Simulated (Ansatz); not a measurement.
Mulliken charges of H4SSi (`[SiH3]S`) from ωB97M-V/def2-TZVPP in Ansatz (PBE0-D4/def2-TZVP geometry).

| atom | x (Å) | y (Å) | z (Å) | charge (e) |
| --- | --- | --- | --- | --- |
| Si1 | -0.170 | -0.263 | -0.436 | 0.190 |
| S2 | 0.907 | -0.013 | 1.393 | -0.250 |
| H3 | -1.630 | -0.074 | -0.242 | -0.020 |
| H4 | 0.109 | -1.658 | -0.853 | -0.014 |
| H5 | 0.300 | 0.681 | -1.481 | -0.020 |
| H6 | 0.526 | 1.263 | 1.572 | 0.115 |

By hand: the dipole of these point charges (1 e Å = 4.8032 D).

Σ q r = (-0.173, 0.110, -0.204) e Å, of length 0.289 e Å = 1.39 D.

How does the dipole of the full density compare? (Best estimate.)

Computed: (-0.118, 0.137, -0.101) e Å, 0.99 D; the point charges give 1.40 times that, at 21° from its direction.

Point charges leave out the atoms' own dipoles, such as those of lone pairs, and Mulliken's split depends on the basis, so the two needn't agree.
